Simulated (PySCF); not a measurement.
Orbital picture of LiAl

r²SCAN at R = 2.935 Å; basis Li def2-SVP, Al def2-SVP; no relativity; PySCF 2.14. State: ¹Σ⁺ (singlet), closed shell. Only the outer orbitals are listed, counted within each symmetry.

```
orbital  occ.  ε (eV)  on Li (%)            main shells (%)
     4σ     2  -52.36        100                   100 Li s
     5σ     2   -7.43          6                    93 Al s
     6σ     2   -3.05         41           56 Al p, 38 Li s
     2π     0   -2.30         11           89 Al p, 10 Li p
     2π     0   -2.30         11           89 Al p, 10 Li p
     7σ     0   -1.50         80  58 Li s, 22 Li p, 22 Al p
```

Question: Which are the highest filled and the lowest empty level, where do they sit, and how wide is the gap?

Answer: Highest filled 6σ at -3.05 eV (in %: 56 Al p, 38 Li s); lowest empty 2π at -2.30 eV (in %: 89 Al p, 10 Li p); the gap at r²SCAN is 0.75 eV.

| Quantity | Value |
| --- | --- |
| bond order (Mayer) | 1.02 |
| ⟨S²⟩ | 0.000 |
| charge on Li (Mulliken, basis-dependent) | 0.07 |
| charge on Li (Löwdin, basis-dependent) | 0.02 |
| dipole moment (positive dipole means Li(−)Al(+)) | -3.22 D |

Closed-shell solutions of metal pairs were not tested for spin polarisation, which can lower them a little.
